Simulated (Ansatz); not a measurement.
Seven cases of bond dissociation energy with Al to Br (electronic energies, kcal/mol); geometries: B3LYP-D3(BJ)/def2-TZVP. The cases were drawn at random from those of this class that have a high level and all functionals, leaving out states under which another spin lies or may lie. Left out are anions, K, Ca, elements past Kr, ionisation of Li, Na and Mg, pi-pi* triplets of linear molecules and other triplets made from a closed-shell parent. Runs that doubt their state, and full CI more than 15 mEh from coupled cluster, are set aside; a case stays where another high level and all functionals remain. AFQMC serves as high level only in triple zeta or larger, with a steady walk, a bar under 0.8 kcal/mol and agreement with other high levels or trials where they ran; where none ran, an unstable determinant or (outside 3d species) a high T1 diagnostic also bars it, so strongly correlated cases are thinned. No case was kept or dropped by the size of a functional's miss. High levels with a bar over 0.5 kcal/mol are left out too, and the seventh case lies inside the range of the six. Affinities count positive where energy is released, gaps as the second state minus the first. PBE0 is by Ansatz (a program for electronic structure) in def2-TZVPD. High levels (Ansatz): P = CCSD(T)/CBS(cc-pV(T+d)Z,cc-pV(Q+d)Z) + [CCSDT(Q) - CCSD(T)]/cc-pV(D+d)Z + core + X2C; Q = CCSD(T)/CBS(cc-pVQZ,cc-pV5Z) + [CCSDT(Q) - CCSD(T)]/cc-pVTZ; R = CCSD(T)/CBS(cc-pVTZ,cc-pVQZ) + [CCSDT(Q) - CCSD(T)]/cc-pVDZ. UHF or UKS for unpaired electrons; spin-orbit terms are left out. Correlated methods leave the cores frozen (noble-gas shells, and filled d and f shells in the p block). Rows without X2C or -DK are non-relativistic. CBS(X,Y): correlation extrapolated as X^-3, Hartree-Fock from the larger set (Q,5: extrapolated as (X+1)exp(-9√X)). A bracket is a step between two methods taken in the basis named. The functionals are non-relativistic, so their misses hold any scalar relativity. '+ core + X2C': CCSD(T) terms for core correlation (cc-pwCVTZ, 1s frozen past Ne) and scalar relativity (cc-pVTZ-DK). Where a partner has so few electrons that a lower coupled-cluster level is exact, that level stands in. Spin-orbit terms, left out, reach several kcal/mol for Br and I, and more for heavier atoms. The UHF reference of H4BGeO ([O][BH][GeH3], doublet) is spin-contaminated (<S^2> up to 0.04 over the pure value in the sets run).

| case | PBE0 | level | high level |
|---|---|---|---|
| GeH2Br2 (dibromogermane, SMILES [Br][GeH2][Br]) → GeHBr2 (SMILES [GeH]([Br])[Br], doublet) + H (doublet) | 80.5 | R | 85.6 |
| SiN2H5Cl (SMILES N[SiH](N)Cl) → SiNH3Cl (SMILES N[SiH]Cl, doublet) + NH2 (SMILES [NH2], doublet) | 109.3 | P | 117.4 |
| H4SiO2 (SMILES O[SiH2]O) → H3SiO2 (SMILES [O][SiH2]O, doublet) + H (doublet) | 119.7 | P | 127.1 |
| GeH2BrF (SMILES [F][GeH2][Br]) → GeH2Br (SMILES [GeH2][Br], doublet) + F (doublet) | 123.5 | Q | 131.8 |
| H5BGeO (SMILES O[BH][GeH3]) → H4BGeO (SMILES [BH]([GeH3])[O], doublet) + H (doublet) | 91.1 | R | 95.5 |
| H5BGeO (SMILES O[BH][GeH3]) → H2BO (SMILES [BH]O, doublet) + GeH3 (SMILES [GeH3], doublet) | 81.1 | R | 83.1 |
| C2H3ClF2 (1-chloro-1,1-difluoroethane, SMILES C(C)(F)(F)Cl) → CH3 (SMILES [CH3], doublet) + CClF2 (SMILES F[C](F)Cl, doublet) | 97.3 | P | withheld |

### Question
Fit a straight line from PBE0 to the high level over the first six rows by least squares, predict the seventh, and compare with the calculation.

### Answer
Means: PBE0 100.87, high level 106.75. Sxx = 1838.99, Sxy = 2048.15, slope 1.1137, intercept -5.59 kcal/mol; residual standard deviation 1.3 kcal/mol. Seventh row: 1.1137·(97.3) -5.59 = 102.8 kcal/mol. The calculation gave 103.2 kcal/mol: the line differs from it by -0.4, PBE0 itself by -5.9.
